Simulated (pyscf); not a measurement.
Elementary routes open to HN=SiH–Cl (SMILES N=[SiH]Cl) + SiH₄ (SMILES [SiH4]) in the gas phase (singlet surface):
A. H₃Si–NH–SiH₂–Cl (SMILES [SiH3]N[SiH2]Cl) (H–Si broken; N–Si, H–Si formed)
B. H₂N–SiH(SiH₃)–Cl (SMILES N[SiH]([SiH3])Cl) (H–Si broken; H–N, Si–Si formed)
C. H₃Si–N=SiH–Cl (SMILES [SiH3]N=[SiH]Cl) + H₂ (SMILES [H][H]) (H–N, H–Si broken; N–Si, H–H formed)

Single points on ωB97X-D3(BJ)/def2-SVP structures (PySCF, gas phase).

Question: Rank the routes by free-energy barrier at 298 K, lowest first, for ωB97M-D3(BJ)/def2-TZVP energies (ideal gas, 1 atm, RRHO with modes under 100 cm⁻¹ raised to 100, one conformer, R ln 2 for chiral ones without a mode under 150 cm⁻¹).

Answer: A (14.5 kcal/mol), B (39.7 kcal/mol), C (46.6 kcal/mol)

Route A is the fastest of these, ahead of the next by 25.2 kcal/mol. The most stable products are those of A (ΔG = -52.9 kcal/mol), so kinetics and thermodynamics agree. At 1200 K A is still the fastest. A: On the reactant side the descent ends in a complex, 4.3 kcal/mol under the separated species and 4.3 kcal/mol under the saddle at ωB97X-D3(BJ)/def2-TZVP. Only these routes are compared; each barrier is that of the saddle found, and lower ones may exist.
